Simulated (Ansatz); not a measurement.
A nudged elastic band was laid between two geometries of C2H6N2S (11 atoms, charge 0, multiplicity 1).

These are results of RKS BLYP-D4/6-31G in Ansatz, not measurements.

```
movable images  : 5
climbing image  : yes
spring          : 2.0 to 10.0 eV/Å², energy-weighted
optimiser       : quadratic models (default)
start path      : through a guess of the saddle point
force threshold : 0.05 eV/Å
iteration limit : 60
end points      : relaxed
```

Initial state:

```xyz
11
Properties=species:S:1:pos:R:3
C -1.832 -0.100 0.043
S -0.431 -1.355 -0.349
C 1.118 -0.297 0.068
N 2.094 -0.696 0.811
N 1.093 0.953 -0.519
H -1.678 0.317 1.046
H -1.863 0.698 -0.709
H -2.764 -0.681 0.011
H 1.939 -1.602 1.277
H 1.875 1.575 -0.327
H 0.514 1.132 -1.331
```

Final state:

```xyz
11
Properties=species:S:1:pos:R:3
C -1.800 -0.616 0.346
S -0.917 0.761 -0.628
C 0.888 0.338 -0.104
N 1.276 -0.382 0.893
N 1.774 0.948 -0.963
H -1.350 -1.588 0.105
H -1.744 -0.413 1.425
H -2.848 -0.590 0.021
H 0.548 -0.720 1.535
H 2.767 0.870 -0.760
H 1.471 1.335 -1.849
```

Problem. Which bonds break or form, and what moves?

Solution. No bond is made or broken. The dihedral C1–S2–C3–N4 goes from 131 to -18°.

Problem. Give the energies along the band, and the barrier.

Solution. The run converged. The highest image is number 1 of 0 to 6, 0.007 eV above the first end and 0.091 eV above the last; the last end lies 0.083 eV below the first. The top lies less than 8 meV above the higher end, about what the thresholds resolve: that end is a shoulder or a very shallow well. Another band between the same ends (5 images) ends at a top of the same energy, where a vibrational analysis finds 1 clearly imaginary mode. Limits of this set-up: no polarisation functions.

| image | path coordinate (Å) | energy (eV) | dihedral C1–S2–C3–N4 (°) |
| --- | --- | --- | --- |
| 0 | 0.00 | 0.000 | 131 |
| 1 | 1.42 | 0.007 | 94 |
| 2 | 1.68 | 0.006 | 87 |
| 3 | 1.98 | 0.000 | 78 |
| 4 | 3.12 | -0.054 | 47 |
| 5 | 4.42 | -0.083 | 19 |
| 6 | 5.71 | -0.083 | -18 |

Problem. What is the geometry of the highest image?

Solution. 
```xyz
11
Properties=species:S:1:pos:R:3
C -1.810 -0.220 0.167
S -0.428 -1.186 -0.756
C 1.069 -0.191 -0.021
N 1.755 -0.523 1.018
N 1.309 0.955 -0.746
H -1.687 -0.352 1.250
H -1.758 0.843 -0.103
H -2.762 -0.654 -0.167
H 1.452 -1.393 1.476
H 2.080 1.555 -0.464
H 0.844 1.108 -1.633
```

The run took 9 min on 1 thread of Arm Neoverse V1, on a shared host, peak memory 0.12 GiB.
